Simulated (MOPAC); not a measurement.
Job for MOPAC: AM1 on CH3Cl (SMILES CCl).

```
AM1 1SCF PRECISE CHARGE=0 THREADS=1
CH3Cl

C     -1.49512800 1     1.12579900 1    -0.00000200 1
Cl    -1.40247600 1    -0.66254400 1     0.00013900 1
H     -0.48106900 1     1.51836100 1    -0.00121600 1
H     -2.02718100 1     1.43516300 1     0.89531200 1
H     -2.02924000 1     1.43492300 1    -0.89417200 1
```

It printed:

```
*******************************************************************************
 **                                                                           **
 **                              MOPAC v23.2.5                                **
 **                                                                           **
 *******************************************************************************
 ** MOPAC's Digital Object Identifier: https://doi.org/10.5281/zenodo.6511958 **
 **                                                                           **
 ** Please cite the open-source release paper for use of this MOPAC version:  **
 ** J. E. Moussa and J. J. P. Stewart (2026)                                  **
 ** MOPAC: An open-source semiempirical molecular orbital program             **
 ** J. Open Source Softw., 11(119), 8025, https://doi.org/10.21105/joss.08025 **
 *******************************************************************************

                              AM1 CALCULATION RESULTS

 *******************************************************************************
 *  AM1        - The AM1 Hamiltonian to be used
 *
 *
 *
 *                 CHARGE ON SYSTEM = 0
 *
 *
 *
 *  PRECISE    - TIGHTER CRITERIA TO BE USED
 *  1SCF       - DO 1 SCF AND THEN STOP
 *  THREADS=1  - MULTI-THREADING NOT USED
 *  T=         - A TIME OF 172800.0 SECONDS REQUESTED
 *  DUMP=N     - RESTART FILE WRITTEN EVERY 7200.0 SECONDS REQUESTED
 *******************************************************************************
AM1 1SCF PRECISE CHARGE=0 THREADS=1
 CH3Cl

   ATOM   CHEMICAL          X               Y               Z
  NUMBER   SYMBOL      (ANGSTROMS)     (ANGSTROMS)     (ANGSTROMS)

     1       C         -1.49512800  *   1.12579900  *  -0.00000200  *
     2      Cl         -1.40247600  *  -0.66254400  *   0.00013900  *
     3       H         -0.48106900  *   1.51836100  *  -0.00121600  *
     4       H         -2.02718100  *   1.43516300  *   0.89531200  *
     5       H         -2.02924000  *   1.43492300  *  -0.89417200  *



          CARTESIAN COORDINATES

    NO.       ATOM           X           Y           Z

     1         C         -1.4951      1.1258     -0.0000
     2        Cl         -1.4025     -0.6625      0.0001
     3         H         -0.4811      1.5184     -0.0012
     4         H         -2.0272      1.4352      0.8953
     5         H         -2.0292      1.4349     -0.8942

  H: (AM1): M.J.S. DEWAR ET AL, J. AM. CHEM. SOC. 107 3902-3909 (1985)
  C: (AM1): M.J.S. DEWAR ET AL, J. AM. CHEM. SOC. 107 3902-3909 (1985)
 Cl: (AM1): M.J.S. DEWAR AND E. G. ZOEBISCH, THEOCHEM, 180, 1 (1988).

           Empirical Formula: C H3 Cl  =     5 atoms



      MOLECULAR POINT GROUP   :   C3v


      RHF CALCULATION, NO. OF DOUBLY OCCUPIED LEVELS = 7


 -------------------------------------------------------------------------------
 AM1 1SCF PRECISE CHARGE=0 THREADS=1
 CH3Cl



     1SCF WAS SPECIFIED, SO BFGS WAS NOT USED
     SCF FIELD WAS ACHIEVED


                              AM1 CALCULATION
                                                       MOPAC v23.2.5 Linux




          FINAL HEAT OF FORMATION =        -17.58906 KCAL/MOL =     -73.59261 KJ/MOL


          COSMO AREA              =         77.56 SQUARE ANGSTROMS
          COSMO VOLUME            =         59.75 CUBIC ANGSTROMS

          IONIZATION POTENTIAL    =         11.424047 EV
          HOMO LUMO ENERGIES (EV) =        -11.424  1.348
          NO. OF FILLED LEVELS    =          7
          MOLECULAR WEIGHT        =         50.4877         POINT GROUP:  C3v

          MOLECULAR DIMENSIONS (Angstroms)

            Atom       Atom       Distance
            H     3   Cl     2     2.36756
            H     5    H     4     1.78949
           Cl     2    H     4     1.39274


          SCF CALCULATIONS        =          1





   ATOM   CHEMICAL          X               Y               Z
  NUMBER   SYMBOL      (ANGSTROMS)     (ANGSTROMS)     (ANGSTROMS)

     1       C         -1.49512800  *   1.12579900  *  -0.00000200  *
     2      Cl         -1.40247600  *  -0.66254400  *   0.00013900  *
     3       H         -0.48106900  *   1.51836100  *  -0.00121600  *
     4       H         -2.02718100  *   1.43516300  *   0.89531200  *
     5       H         -2.02924000  *   1.43492300  *  -0.89417200  *

                             CARTESIAN COORDINATES

   1    C       -1.495128000     1.125799000    -0.000002000
   2   Cl       -1.402476000    -0.662544000     0.000139000
   3    H       -0.481069000     1.518361000    -0.001216000
   4    H       -2.027181000     1.435163000     0.895312000
   5    H       -2.029240000     1.434923000    -0.894172000


           Empirical Formula: C H3 Cl  =     5 atoms



      MOLECULAR POINT GROUP   :   C3v


                  EIGENVALUES
 -36.99200 -29.13273 -15.14329 -15.13591 -14.69748 -11.42434 -11.42405   1.34850
   3.93339   3.93910   4.30732


              NET ATOMIC CHARGES AND DIPOLE CONTRIBUTIONS

  ATOM NO.   TYPE          CHARGE      No. of ELECS.   s-Pop       p-Pop
    1          C          -0.155799        4.1558     1.24063     2.91516
    2         Cl          -0.136399        7.1364     1.98682     5.14958
    3          H           0.097435        0.9026     0.90256
    4          H           0.097380        0.9026     0.90262
    5          H           0.097382        0.9026     0.90262
 DIPOLE           X         Y         Z       TOTAL
 POINT-CHG.    -0.085     1.645    -0.000     1.647
 HYBRID        -0.001     0.028     0.000     0.028
 SUM           -0.086     1.673    -0.000     1.675


          ATOMIC ORBITAL ELECTRON POPULATIONS

     Atom    s        px        py        pz
    1  C   1.24063   1.04123   0.83234   1.04160
    2 Cl   1.98682   1.99141   1.16452   1.99365
    3  H   0.90256
    4  H   0.90262
    5  H   0.90262

 **********************
 *                    *
 * JOB ENDED NORMALLY *
 *                    *
 **********************




 == MOPAC DONE ==
```

The run finished.

Cost: about 0.020 core-seconds (a rough figure).
